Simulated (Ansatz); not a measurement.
C$_{2}$H$_{7}$Al, SMILES `C[CH2][AlH2]`. Charge 0, multiplicity 1. The structure was optimised at the PBE0-D4/def2-TZVP level.

```xyz
10

C     0.252    1.018    0.823
C     0.205    0.302   -0.525
Al   -0.497   -1.526   -0.535
H     0.657    2.031    0.740
H     0.873    0.480    1.545
H    -0.743    1.103    1.270
H     1.208    0.266   -0.974
H    -0.386    0.882   -1.248
H    -0.587   -2.332   -1.905
H    -0.982   -2.225    0.811
```

(1) What is the dipole moment at PBE/def2-TZVPP? (Estimate.)

(2) And with r2SCAN, B3LYP, ωB97M-V? (Estimate.)

(3) Give the Mulliken charges with PBE, r2SCAN, ωB97M-V in def2-TZVPP. (Best estimate.)

## Answers

(1) Ansatz gave: 0.83 D, with components (0.30, 0.77, -0.03) D in this frame, pointing from negative to positive charge.

(2) Ansatz gave: r2SCAN 0.81 D, B3LYP 0.77 D, ωB97M-V 0.76 D.

(3) Ansatz gave: 
| atom | PBE | r2SCAN | ωB97M-V |
| --- | --- | --- | --- |
| C1 | -0.24 | -0.11 | -0.31 |
| C2 | -0.28 | -0.26 | -0.38 |
| Al3 | 0.37 | 0.50 | 0.42 |
| H4 | 0.08 | 0.04 | 0.10 |
| H5 | 0.08 | 0.04 | 0.10 |
| H6 | 0.08 | 0.04 | 0.10 |
| H7 | 0.08 | 0.04 | 0.10 |
| H8 | 0.08 | 0.04 | 0.10 |
| H9 | -0.12 | -0.16 | -0.12 |
| H10 | -0.12 | -0.17 | -0.12 |

B3LYP here is the variant with VWN-RPA as its local correlation; programs differ in this.
